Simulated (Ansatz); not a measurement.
A run of Ansatz (development build ahead of 0.2.0) on singlet C4H6 at this shape:

```
atom    x (Å)    y (Å)    z (Å)
   C   0.0000   0.0000  -2.0611
   C   0.0000   0.0000  -0.6061
   C   0.0000   0.0000   0.6061
   C   0.0000   0.0000   2.0611
   H   0.0000  -1.0264  -2.4612
   H  -0.8889   0.5132  -2.4612
   H   0.8889   0.5132  -2.4612
   H   0.0000  -1.0264   2.4612
   H   0.8889   0.5132   2.4612
   H  -0.8889   0.5132   2.4612
```

Its results:

```
Converged                       : yes
Reference energy                : -154.96575 hartree
Correlation energy              : -0.63849 hartree
Total energy                    : -155.60424 hartree
Spin squared of the determinant : 0.000
```

Task: Which input gives this output? Name the method, the orbitals and the basis set, and write the input.

Result: RHF-MP2 in def2-TZVP. An unrestricted run that stays on the closed shell gives the same numbers.

```yaml
crystal:
  periodic: [false, false, false]
  atoms:
    - { symbol: C, position_ang: [0.0, 0.0, -2.06113] }
    - { symbol: C, position_ang: [0.0, 0.0, -0.60615] }
    - { symbol: C, position_ang: [0.0, 0.0, 0.60615] }
    - { symbol: C, position_ang: [0.0, 0.0, 2.06113] }
    - { symbol: H, position_ang: [0.0, -1.02641, -2.46121] }
    - { symbol: H, position_ang: [-0.8889, 0.51321, -2.46121] }
    - { symbol: H, position_ang: [0.8889, 0.51321, -2.46121] }
    - { symbol: H, position_ang: [0.0, -1.02641, 2.46121] }
    - { symbol: H, position_ang: [0.8889, 0.51321, 2.46121] }
    - { symbol: H, position_ang: [-0.8889, 0.51321, 2.46121] }
basis:
  gaussian: { orbitals: def2-TZVP }
hamiltonian:
  xc: hf
correlation:
  method: mp2
  frozen_orbitals: { C: 1, H: 0 }
```
